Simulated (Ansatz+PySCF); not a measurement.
Two shapes of doublet LiH₂O in separate pieces.

Shape 1:

```xyz
4

O     0.0000    0.0000   -0.1085
H     0.0000    0.0000    0.8679
Li   30.0000    0.0000   -1.4381
H    30.0000    0.0000    4.3142
```

Shape 2:

```xyz
4

O     0.0000    0.0000   -0.3906
H     0.0000    0.0000    3.1246
Li   30.0000    0.0000   -0.3995
H    30.0000    0.0000    1.1984
```

Basis set: 6-31G (spherical functions). Frozen core: 1 orbital. Charge 0, multiplicity 2.

Computed with Ansatz (development build ahead of 0.2.0); each method stands on the lowest determinant of its kind that the runs found.

Problem. Which shape is lower in energy, and by how much in each method?

Solution.

```tsv
method	E(2) − E(1) (eV)
UHF	0.945
UHF-MP2	1.664
UHF-CCSD(T)	1.543
```

Shape 1 is lower. Caution: the unrestricted determinant is a mixture of spin states. Caution for UHF-MP2, UHF-CCSD(T): bonds are stretched, where a single reference can fail; a plain start can end on a higher determinant.
